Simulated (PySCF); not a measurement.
Method: PySCF energies plus ideal-gas RRHO corrections (1 bar). Table values come from the NASA 1993 polynomials. 6-31G* has spherical d functions here. Open shells (unrestricted): SH (multiplicity 2, electronic degeneracy 4). Spin-orbit splitting is ignored; it lowers the true energy and changes the entropy of SH. The harmonic model lacks anharmonicity and excited electronic states, which grow with temperature; levels with a mode under 35 cm⁻¹ are left out. The table's entry may be an old estimate for SH (not checked at source).

Harmonic frequencies at HF/6-31G* (cm⁻¹): 2894. Point group C∞v; S°(298 K) = 197.7 J/mol/K at this level.

Question: Work out Cp and S° of gaseous SH at 500, 800, 1200, 1600, 2000 K from these, and set them beside the table.

Answer: 
```json
[
 {"T (K)": "500", "Cp HF/6-31G*": "29.2", "Cp table": "31.3", "S° HF/6-31G*": "212.8", "S° table": "212.1"},
 {"T (K)": "800", "Cp HF/6-31G*": "30.4", "Cp table": "31.8", "S° HF/6-31G*": "226.7", "S° table": "226.8"},
 {"T (K)": "1200", "Cp HF/6-31G*": "32.4", "Cp table": "33.8", "S° HF/6-31G*": "239.5", "S° table": "240.1"},
 {"T (K)": "1600", "Cp HF/6-31G*": "34.0", "Cp table": "35.2", "S° HF/6-31G*": "249.0", "S° table": "250.0"},
 {"T (K)": "2000", "Cp HF/6-31G*": "35.0", "Cp table": "36.2", "S° HF/6-31G*": "256.7", "S° table": "258.0"}
]
```
Units J/mol/K.
